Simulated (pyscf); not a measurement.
Elementary routes open to [O=SiH]• (SMILES O=[SiH]) + H₂ (SMILES [H][H]) in the gas phase (doublet surface):
A. HO–SiH: (SMILES O[SiH]) [singlet] + H• (SMILES [H]) (H–H broken; H–O formed)
B. HO–SiH₂• (SMILES O[SiH2]) (H–H broken; H–O, H–Si formed)
C. O=SiH₂ (SMILES O=[SiH2]) + H• (SMILES [H]) (H–H broken; H–Si formed)

PySCF, gas phase, ωB97X-D3(BJ)/def2-SVP geometries.

Rank the routes by free-energy barrier at 298 K, lowest first, for ωB97M-D3(BJ)/def2-TZVP energies (ideal gas, 1 atm, RRHO with modes under 100 cm⁻¹ raised to 100, one conformer, R ln 2 for chiral ones without a mode under 150 cm⁻¹).

C (30.4 kcal/mol), B (32.3 kcal/mol), A (33.1 kcal/mol)

Route C is the fastest of these, ahead of the next by 1.9 kcal/mol. The most stable products are those of B (ΔG = -26.4 kcal/mol), whose barrier is 1.9 kcal/mol higher: the kinetic and the thermodynamic product differ. At 1200 K C is still the fastest. Only these routes are compared; each barrier is that of the saddle found, and lower ones may exist.
